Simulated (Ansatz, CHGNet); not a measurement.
For wurtzite ZnS (high-temperature phase), the machine-learned potential CHGNet 0.3.0 (trained on PBE and PBE+U data) gives:

- lattice constant a: 3.848 Å
- lattice parameter c: 6.326 Å

**Question.** What does r²SCANh in Ansatz (plane waves, PAW) give for the same quantities?

**Answer.** 
- lattice constant a: 3.808 Å (falls by 1.0 %)
- lattice parameter c: 6.244 Å (falls by 1.3 %)

For comparison: lattice constant a 3.823 Å (measured, temperature not stated, no zero-point or thermal correction, our sources range from 3.811 to 3.823; as tabulated in Kisi, Elcombe, Acta Cryst. C 45, 1867 (1989), by the Crystallography Open …); lattice parameter c 6.261 Å (measured, temperature not stated, not corrected to a static lattice, our sources range from 6.234 to 6.261; as tabulated in Kisi, Elcombe, Acta Cryst. C 45, 1867 (1989), by the Crystallography Open …).

Changes are worked out from the printed values.

Unless a cell is named, each level is at its own relaxed cell (CHGNet 0.3.0 20.29, r²SCANh 19.60 Å³/atom).

Ansatz's density-functional and Hartree–Fock values are scalar-relativistic unless marked +SOC, with PAW data made under PBE.

Ansatz is a first-principles code.
